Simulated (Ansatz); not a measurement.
# LaGaO3 (Pnma, No. 62)

Calculation: r²SCAN (Ansatz, an electronic-structure program, PAW).

Numerical settings: plane-wave cutoff 560 eV, 6×4×6 k mesh (along the axes of the cell as run), Fermi–Dirac smearing 0.01 eV, scalar-relativistic PAW data made under PBE.

Cell (relaxed at this level):

Space group Pnma (No. 62); a = 5.501 Å, b = 7.782 Å, c = 5.522 Å, α = β = γ = 90.00°

```csv
atom,site,symmetry,x,y,z
La,4c,.m.,0.0203,0.2500,0.9947
Ga,4b,-1,0.0000,0.0000,0.5000
O,8d,1,0.2262,0.5371,0.2268
O,4c,.m.,0.4914,0.2500,0.0693
```

```yaml
band_gap: 4.39 eV (on the SCF k mesh)
```

Note: the relaxation could not lower the start's symmetry, so the cell can be a saddle point above a distorted one.

Spin–orbit coupling is not included.

The computed numbers hold no vibrational or temperature effects.
